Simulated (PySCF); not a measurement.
**2-methyl-1,2,3-triazole (C3H5N3): electronic excitations and core binding energies**

Wanted: the electronic excitations and core binding energies of 2-methyl-1,2,3-triazole (C3H5N3) (`Cn1nccn1`), by calculation.

Programs: PySCF 2.14.0, with density-fitted response routines of our own. Each step states its level of theory. These are calculated values for one molecule in the gas phase, unless marked as measured. Atoms are numbered from 0 throughout.

### Step 1. The molecule as given

11 atoms, charge 0, multiplicity 1; geometry from: GFN2-xTB.

Bonds of the start (Å): C0–N1 1.43, N1–N2 1.31, N2–C3 1.33, C3–C4 1.40, C4–N5 1.33, N5–N1 1.31, C0–H6 1.09, C0–H7 1.09, C0–H8 1.09, C3–H9 1.07, C4–H10 1.07.

### Step 2. Ultraviolet spectrum: PBE0/def2-SVPD

What the job is given:

```
{"job": {"kind": "uv", "xc": "PBE0", "basis": "def2-SVPD", "nstates": 8, "ntriplets": 3}, "charge": 0, "multiplicity": 1}
C     -1.802557    -0.036155    -0.019314
N     -0.372088    -0.005326    -0.012763
N      0.351421    -1.080582     0.179325
C      1.606059    -0.655292     0.129445
C      1.581797     0.721741    -0.101214
N      0.313524     1.097746    -0.185094
H     -2.196439     0.409002     0.896413
H     -2.117078    -1.075051    -0.085045
H     -2.175266     0.526553    -0.874411
H      2.432900    -1.322214     0.253165
H      2.383151     1.422248    -0.206470
```

With the program's defaults for keys left out, this is: TDDFT PBE0/def2-SVPD, vertical, gas phase, core orbitals frozen in the response.

Run with:

```console
OMP_NUM_THREADS=1 python probes_run.py task.json out
```

One launch serves the whole session: the jobs run in the order shown.

**Question.** This job is followed by: delta-SCF UKS SCAN, pcX-2 on the ionised atom, pcseg-1 elsewhere, spin-free X2C. Predict these results of the whole session: lowest singlet (PBE0/def2-SVPD); brightest single state of those computed; lowest triplet; surface potential, 1st and 99th percentile; C1s binding energies, SCAN/pcX-2; N1s binding energies, SCAN/pcX-2.

As calculated:

| quantity | value |
| --- | --- |
| lowest singlet (PBE0/def2-SVPD) | 6.37 eV (195 nm), f = 0.000 |
| brightest single state of those computed | state 2, 6.65 eV, f = 0.178 |
| lowest triplet | 4.99 eV |
| surface potential, 1st and 99th percentile | -1.44 V and 1.05 V |
| C1s binding energies, SCAN/pcX-2 | C0 292.39, C3 291.15 eV |
| N1s binding energies, SCAN/pcX-2 | N1 407.88, N2 405.62 eV |

In words: The first singlet state (HOMO−2→LUMO 0.91, HOMO−1→LUMO 0.08) lies at 6.37 eV and is dark; of the 8 states computed, the strongest absorption comes from state 2 at 6.65 eV. The lowest triplet lies 1.38 eV below the lowest singlet (triplets in Tamm-Dancoff, singlets in full TDDFT). The C1s levels kept as sound span 1.24 eV, from C3 (aromatic CH next to a ring nitrogen) up to C0 (methyl carbon bonded to N). N1 (pyrrole-type ring nitrogen) binds its N1s electron 2.26 eV more tightly than N2 (pyridine-type nitrogen of an azole).
